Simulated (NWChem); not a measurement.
Program: NWChem. System: ethylene (C2H4), charge 0, spin multiplicity 1, optimised in this run. Level: PBE/def2-SVP.

Job file:

```
start mol
memory heap 200 mb stack 800 mb global 1000 mb
geometry units angstroms
  C      0.000000     0.000000     0.658177
  C      0.000000     0.000000    -0.658177
  H      0.914011     0.000000     1.229337
  H     -0.914011     0.000000     1.229337
  H     -0.914011     0.000000    -1.229337
  H      0.914011     0.000000    -1.229337
  symmetry group D2h
end
basis spherical
  * library def2-svp
end
dft
  xc xpbe96 cpbe96
  semidirect memsize 60000000 filesize 0
  iterations 100
end
driver
  maxiter 80
end
task dft optimize
task dft freq
```

NWChem printed:

```
             Northwest Computational Chemistry Package (NWChem) 7.3.0
             --------------------------------------------------------

                                NWChem Input Module
                                -------------------

 Scaling coordinates for geometry "geometry" by  1.889725989
 (inverse scale =  0.529177249)

 Turning off AUTOSYM since
 SYMMETRY directive was detected!

          ------
          auto-z
          ------

                             Geometry "geometry" -> ""
                             -------------------------

 Output coordinates in angstroms (scale by  1.889725989 to convert to a.u.)

  No.       Tag          Charge          X              Y              Z
 ---- ---------------- ---------- -------------- -------------- --------------
    1 C                    6.0000     0.00000000     0.00000000     0.65817700
    2 C                    6.0000     0.00000000     0.00000000    -0.65817700
    3 H                    1.0000     0.91401100     0.00000000     1.22933700
    4 H                    1.0000    -0.91401100     0.00000000     1.22933700
    5 H                    1.0000    -0.91401100     0.00000000    -1.22933700
    6 H                    1.0000     0.91401100     0.00000000    -1.22933700

 Effective nuclear repulsion energy (a.u.)      33.6664028478

            Nuclear Dipole moment (a.u.)
            ----------------------------
        X                 Y               Z
 ---------------- ---------------- ----------------
     0.0000000000     0.0000000000     0.0000000000

      Symmetry information
      --------------------

 Group name             D2h
 Group number             26
 Group order               8
 No. of unique centers     2

      Symmetry unique atoms

     1    3


 Summary of "ao basis" -> "" (spherical)
 ------------------------------------------------------------------------------
       Tag                 Description            Shells   Functions and Types
 ---------------- ------------------------------  ------  ---------------------
 *                          def2-svp                  on all atoms

  pbe96 is a nonlocal functional; adding pw91lda local functional.

                           NWChem Geometry Optimization
                           ----------------------------

 maximum gradient threshold         (gmax) =   0.000450
 rms gradient threshold             (grms) =   0.000300
 maximum cartesian step threshold   (xmax) =   0.001800
 rms cartesian step threshold       (xrms) =   0.001200
 fixed trust radius                (trust) =   0.300000
 maximum step size to saddle      (sadstp) =   0.100000
 energy precision                  (eprec) =   5.0D-06
 maximum number of steps          (nptopt) =   80
 initial hessian option           (inhess) =    0
 line search option               (linopt) =    1
 hessian update option            (modupd) =    1
 saddle point option              (modsad) =    0
 initial eigen-mode to follow     (moddir) =    0
 initial variable to follow       (vardir) =    0
 follow first negative mode     (firstneg) =    T
 apply conjugacy                    (opcg) =    F
 source of zmatrix                         =   autoz

          -------------------
          Energy Minimization
          -------------------

 Names of Z-matrix variables
    1              2              3              4              5
    6              7              8              9             10
   11             12             13             14             15

 Variables with the same non-blank name are constrained to be equal

 Using diagonal initial Hessian
 Scaling for Hessian diagonals: bonds = 1.00  angles = 0.25  torsions = 0.10

          --------
          Step   0
          --------

                         Geometry "geometry" -> "geometry"
                         ---------------------------------

 Output coordinates in angstroms (scale by  1.889725989 to convert to a.u.)

  No.       Tag          Charge          X              Y              Z
 ---- ---------------- ---------- -------------- -------------- --------------
    1 C                    6.0000     0.00000000     0.00000000     0.65817700
    2 C                    6.0000     0.00000000     0.00000000    -0.65817700
    3 H                    1.0000     0.91401100     0.00000000     1.22933700
    4 H                    1.0000    -0.91401100     0.00000000     1.22933700
    5 H                    1.0000    -0.91401100     0.00000000    -1.22933700
    6 H                    1.0000     0.91401100     0.00000000    -1.22933700

 Effective nuclear repulsion energy (a.u.)      33.6664028478

            Nuclear Dipole moment (a.u.)
            ----------------------------
        X                 Y               Z
 ---------------- ---------------- ----------------
     0.0000000000     0.0000000000     0.0000000000

      Symmetry information
      --------------------

 Group name             D2h
 Group number             26
 Group order               8
 No. of unique centers     2

      Symmetry unique atoms

     1    3

                                 NWChem DFT Module
                                 -----------------

 Summary of "ao basis" -> "ao basis" (spherical)
 ------------------------------------------------------------------------------
       Tag                 Description            Shells   Functions and Types
 ---------------- ------------------------------  ------  ---------------------
 C                          def2-svp                 6       14   3s2p1d
 H                          def2-svp                 3        5   2s1p
[...]
   11     1177.398 ||       0.000               0.000            -0.000
   12     1319.979 ||      -0.000               0.000             0.000
   13     1391.313 ||       0.000              -0.000             0.393
   14     1652.919 ||       0.000               0.000             0.000
   15     3061.701 ||       0.000              -0.000            -0.556
   16     3078.378 ||      -0.000              -0.000             0.000
   17     3149.651 ||      -0.000               0.000             0.000
   18     3172.866 ||       0.613               0.000            -0.000
 ----------------------------------------------------------------------------

 ----------------------------------------------------------------------------
 Normal Eigenvalue ||                 Infra Red Intensities
  Mode   [cm**-1]  || [atomic units] [(debye/angs)**2] [(KM/mol)] [arbitrary]
 ------ ---------- || -------------- ----------------- ---------- -----------
    1       -3.439 ||    0.000000           0.000         0.000       0.000
    2        4.382 ||    0.000000           0.000         0.000       0.000
    3        4.575 ||    0.000000           0.000         0.000       0.000
    4        6.620 ||    0.000000           0.000         0.000       0.000
    5        9.215 ||    0.000000           0.000         0.000       0.000
    6       13.925 ||    0.000000           0.000         0.000       0.000
    7      793.640 ||    0.001279           0.030         1.247       1.877
    8      923.680 ||    0.000000           0.000         0.000       0.000
    9      928.259 ||    0.084988           1.961        82.851     124.742
   10     1029.699 ||    0.000000           0.000         0.000       0.000
   11     1177.398 ||    0.000000           0.000         0.000       0.000
   12     1319.979 ||    0.000000           0.000         0.000       0.000
   13     1391.313 ||    0.006711           0.155         6.542       9.850
   14     1652.919 ||    0.000000           0.000         0.000       0.000
   15     3061.701 ||    0.013393           0.309        13.056      19.657
   16     3078.378 ||    0.000000           0.000         0.000       0.000
   17     3149.651 ||    0.000000           0.000         0.000       0.000
   18     3172.866 ||    0.016265           0.375        15.856      23.874
 ----------------------------------------------------------------------------

        Vibrational analysis via the FX method
  --- with translations and rotations projected out ---
  --- via the Eckart algorithm                      ---
 Projected Nuclear Hessian trans-rot subspace norm:2.4121D-33
                         (should be close to zero!)

          --------------------------------------------------------
          MASS-WEIGHTED PROJECTED HESSIAN (Hartree/Bohr/Bohr/Kamu)
          --------------------------------------------------------

               1            2            3            4            5            6            7            8            9           10
   ----- ----- ----- ----- -----
    1    5.04223D+01
    2   -1.81524D-08  8.29117D+00
    3    3.59232D-08  2.40871D-08  6.93247D+01
    4   -8.54846D+00  1.00747D-07 -1.71792D-07  5.04223D+01
    5    1.02170D-07 -3.60185D+00 -1.46649D-07 -7.24032D-07  8.29117D+00
    6   -8.24587D-08 -9.67151D-08 -4.71105D+01  6.58297D-07  7.17680D-07  6.93247D+01
    7   -7.31834D+01 -3.53437D-08 -3.50702D+01  9.37917D-01  2.85988D-07  8.71915D-01  2.59857D+02
    8   -1.74826D-08 -9.54348D+00  3.16439D-08  1.69953D-07  1.45292D+00 -1.65111D-07 -8.50699D-08  2.20942D+01
    9   -3.38480D+01  4.24861D-08 -3.50368D+01 -7.70260D+00 -3.09768D-07 -3.28960D+00  1.30045D+02  5.17588D-08  1.27423D+02
   10   -7.31834D+01 -3.04444D-08  3.50702D+01  9.37918D-01  2.85994D-07 -8.71915D-01 -1.33857D+01 -6.31741D-08  1.27443D+01  2.59857D+02
   11   -1.62231D-08 -9.54348D+00  2.19492D-08  1.42811D-07  1.45292D+00 -1.53251D-07 -5.02639D-08  2.03189D+00  8.36890D-08 -8.51470D-08
   12    3.38480D+01  7.91684D-08 -3.50368D+01  7.70260D+00 -6.72211D-07 -3.28960D+00 -1.27443D+01  1.72040D-07  7.98715D+00 -1.30045D+02
   13    9.37917D-01 -1.04925D-07  8.71915D-01 -7.31834D+01  7.70833D-07 -3.50702D+01  1.55879D+00 -1.98428D-07  6.45141D-01  1.26200D+00
   14   -1.28734D-07  1.45292D+00  1.89508D-07  9.32551D-07 -9.54348D+00 -9.18108D-07 -3.82177D-07  1.19269D+01  3.77457D-07 -3.55756D-07
   15   -7.70260D+00  9.04625D-08 -3.28960D+00 -3.38480D+01 -6.63879D-07 -3.50368D+01  6.45139D-01  1.36268D-07 -4.47254D+00 -5.92079D-02
   16    9.37917D-01 -1.14289D-07 -8.71915D-01 -7.31834D+01  8.02996D-07  3.50702D+01  1.26200D+00 -1.79445D-07 -5.92099D-02  1.55879D+00
   17   -1.27475D-07  1.45292D+00  1.79813D-07  9.05409D-07 -9.54348D+00 -9.06249D-07 -3.47371D-07 -8.13549D+00  4.09387D-07 -3.77729D-07
   18    7.70260D+00  3.84952D-08 -3.28960D+00  3.38480D+01 -3.24559D-07 -3.50368D+01  5.92083D-02  1.00476D-07  1.31276D+00 -6.45138D-01

              11           12           13           14           15           16           17           18
   ----- ----- ----- ----- -----
   11    2.20942D+01
   12    1.56411D-07  1.27423D+02
   13   -1.40737D-07  5.92109D-02  2.59857D+02
   14   -8.13549D+00  8.66773D-07 -1.00816D-06  2.20942D+01
   15    1.55584D-07  1.31276D+00  1.30045D+02  8.33739D-07  1.27423D+02
   16   -1.60658D-07 -6.45139D-01 -1.33857D+01 -1.02758D-06  1.27443D+01  2.59857D+02
   17    1.19269D+01  8.51144D-07 -9.50471D-07  2.03189D+00  8.53055D-07 -1.00879D-06  2.20942D+01
   18    5.73903D-08 -4.47254D+00 -1.27443D+01  4.36160D-07  7.98715D+00 -1.30045D+02  3.93074D-07  1.27423D+02

 center of mass
 --------------
 x =   0.00000000 y =   0.00000000 z =   0.00000000

 moments of inertia (a.u.)
 ------------------
          61.025801936946           0.000000000000           0.000000000000
           0.000000000000          73.677174804874           0.000000000000
           0.000000000000           0.000000000000          12.651372867928

 Rotational Constants
 --------------------
 A=   4.758391 cm-1  (  6.846110 K)
 B=   0.986471 cm-1  (  1.419280 K)
 C=   0.817080 cm-1  (  1.175570 K)

 Temperature                      =   298.15K
 frequency scaling parameter      =   1.0000

 Zero-Point correction to Energy  =   30.976 kcal/mol  (  0.049363 au)
 Thermal correction to Energy     =   32.910 kcal/mol  (  0.052445 au)
 Thermal correction to Enthalpy   =   33.502 kcal/mol  (  0.053388 au)

 Total Entropy                    =   52.473 cal/mol-K
   - Translational                =   35.911 cal/mol-K (mol. weight =  28.0313)
   - Rotational                   =   15.920 cal/mol-K (symmetry #  =        4)
   - Vibrational                  =    0.643 cal/mol-K

 Cv (constant volume heat capacity) =    8.409 cal/mol-K
   - Translational                  =    2.979 cal/mol-K
   - Rotational                     =    2.979 cal/mol-K
   - Vibrational                    =    2.450 cal/mol-K


 ----------------------------------------------------------------------------
 Normal Eigenvalue ||    Projected Derivative Dipole Moments (debye/angs)
  Mode   [cm**-1]  ||      [d/dqX]             [d/dqY]           [d/dqZ]
 ------ ---------- || ------------------ ------------------ -----------------
    1       -0.000 ||       0.000              -0.000            -0.000
    2        0.000 ||      -0.000               0.000            -0.000
    3        0.000 ||      -0.000               0.000             0.000
    4        0.000 ||      -0.000              -0.000             0.000
    5        0.000 ||      -0.000               0.000             0.000
    6        0.000 ||      -0.000               0.000            -0.000
    7      793.664 ||      -0.172              -0.000             0.000
    8      922.825 ||       0.000              -0.000             0.000
    9      928.236 ||       0.000              -1.400             0.000
   10     1029.699 ||      -0.000               0.000            -0.000
   11     1177.150 ||      -0.000              -0.000            -0.000
   12     1319.979 ||      -0.000               0.000             0.000
   13     1391.330 ||       0.000               0.000             0.393
   14     1652.919 ||       0.000               0.000             0.000
   15     3061.705 ||      -0.000               0.000             0.556
   16     3078.378 ||      -0.000              -0.000            -0.000
   17     3149.585 ||       0.000               0.000             0.000
   18     3172.887 ||       0.613               0.000             0.000
 ----------------------------------------------------------------------------

 ----------------------------------------------------------------------------
 Normal Eigenvalue ||           Projected Infra Red Intensities
  Mode   [cm**-1]  || [atomic units] [(debye/angs)**2] [(KM/mol)] [arbitrary]
 ------ ---------- || -------------- ----------------- ---------- -----------
    1       -0.000 ||    0.000000           0.000         0.000       0.000
    2        0.000 ||    0.000000           0.000         0.000       0.000
    3        0.000 ||    0.000000           0.000         0.000       0.000
    4        0.000 ||    0.000000           0.000         0.000       0.000
    5        0.000 ||    0.000000           0.000         0.000       0.000
    6        0.000 ||    0.000000           0.000         0.000       0.000
    7      793.664 ||    0.001279           0.030         1.247       1.877
    8      922.825 ||    0.000000           0.000         0.000       0.000
    9      928.236 ||    0.084988           1.961        82.851     124.742
   10     1029.699 ||    0.000000           0.000         0.000       0.000
   11     1177.150 ||    0.000000           0.000         0.000       0.000
   12     1319.979 ||    0.000000           0.000         0.000       0.000
   13     1391.330 ||    0.006711           0.155         6.542       9.851
   14     1652.919 ||    0.000000           0.000         0.000       0.000
   15     3061.705 ||    0.013392           0.309        13.056      19.657
   16     3078.378 ||    0.000000           0.000         0.000       0.000
   17     3149.585 ||    0.000000           0.000         0.000       0.000
   18     3172.887 ||    0.016265           0.375        15.856      23.874
 ----------------------------------------------------------------------------

 Task  times  cpu:       25.1s     wall:       25.1s

 Total times  cpu:       26.9s     wall:       26.9s
```
